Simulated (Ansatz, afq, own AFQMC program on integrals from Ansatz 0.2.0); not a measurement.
Integrals from Ansatz 0.2.0, then the random walk in our own AFQMC program (afq).

```yaml
crystal:
  periodic: [false, false, false]
  atoms:
    - {symbol: Ti, position_ang: [0.000000, 0.000000, 0.000000]}
    - {symbol: F, position_ang: [1.003202, 1.005717, 1.004361]}
    - {symbol: F, position_ang: [-1.006582, -1.002207, 1.004487]}
    - {symbol: F, position_ang: [-1.002269, 1.003134, -1.007869]}
    - {symbol: F, position_ang: [1.005649, -1.006644, -1.000979]}
basis:
  gaussian: {orbitals: def2-SVP}
magnetization: {spin_polarized: false}
correlation: {method: ccsd_t, electrons: outside_noble_gas, hamiltonian_folder: ham}
```

```sh
$ ansatz run in.yaml --threads 1 --pin off --events-out ev --progress --plain --max-ram 15360MiB --backend cuda --devices 0, --max-vram 18GiB
```

afq runs on the folder ham with

```
--method phaseless --trial cisd --walkers 4000 --populations 20 --least-time 60 --time-step 0.005 --steps-per-block 50 --equilibration-blocks 40 --max-blocks 4000 --target-error 0.00034 --factor-cut 1e-05 --seed 7055 --release-times 0.24,0.48,0.8,1.2 --release-step 0.04 --release-every 5 --taylor-order 6
```

Times are imaginary, in 1/Eh. The walk had a cap of 358 s. With eight or more populations the least sampling time is a fifth of least-time, and the error comes from their spread.

Output of the walk:

```
orbitals 74  electrons 16 16  factors 617 of 854
reference energy -1245.97986474 Eh
CCSD correlation -0.88429359 Eh in 12 cycles, weight of the determinant in the CISD state 0.7981
energy of the start -1246.864169 Eh
 block  time / (1/Eh)  mean weight  energy / Eh
     1     0.250  0.9993  -1246.842437
     2     0.500  0.9997  -1246.864937
     3     0.750  1.0009  -1246.877767
     4     1.000  1.0004  -1246.883669
     5     1.250  1.0002  -1246.886976
     8     2.000  0.9992  -1246.894565
    13     3.250  0.9989  -1246.900517
    25     6.250  1.0009  -1246.901905
    37     9.250  1.0002  -1246.898174
    49    12.250  0.9999  -1246.900395
    61    15.250  1.0000  -1246.897522
    73    18.250  1.0000  -1246.894177
    85    21.250  1.0006  -1246.897109
    97    24.250  0.9997  -1246.903388
   101    25.250  0.9995  -1246.893207
   109    27.250  0.9994  -1246.896657
   121    30.250  1.0009  -1246.899818
   133    33.250  1.0006  -1246.900288
   145    36.250  1.0004  -1246.903873
   149    37.250  1.0001  -1246.905349
   157    39.250  1.0001  -1246.900144
   169    42.250  0.9996  -1246.899866
   177    44.250  1.0006  -1246.896597
error from the spread of 20 populations
released: time / (1/Eh)  energy / Eh  error  mean overlap
  0.24  -1246.897928  0.001319  0.9959
  0.48  -1246.898150  0.001326  0.9928
  0.80  -1246.899383  0.001793  0.9896
  1.20  -1246.898959  0.001794  0.9783
energy -1246.899090 +/- 0.000547 Eh
(rows thinned)
```

The run passed its tests (sampling time, drift between the halves within three errors, error under three times the target), which doesn't prove that it has relaxed, ending at its cap on processor time.

Against this walk (error 14.9 meV) on the same determinant: CCSD(T) 126.0 meV higher. The error is statistical and leaves out the bias of the constraint. None of these is a sure reference here. The released energies are too noisy to show the bias of the constraint.

Cautions: constraint bias not in the error; error above the target (14.9 against 9.3 meV); no relativity below Rb; outer-core shells of the metal frozen; higher spins were not checked.

The walk took 6 min on 1 × NVIDIA H100 80GB HBM3 with 2 threads of AMD EPYC 7R13 Processor (Zen 3) (shared host) (the card was shared). The log's last line is the phaseless energy.

A walk keeps the symmetry of its determinant, which the program's search chose and which needn't be the lowest solution, so a lower state of the same spin and another symmetry isn't excluded.
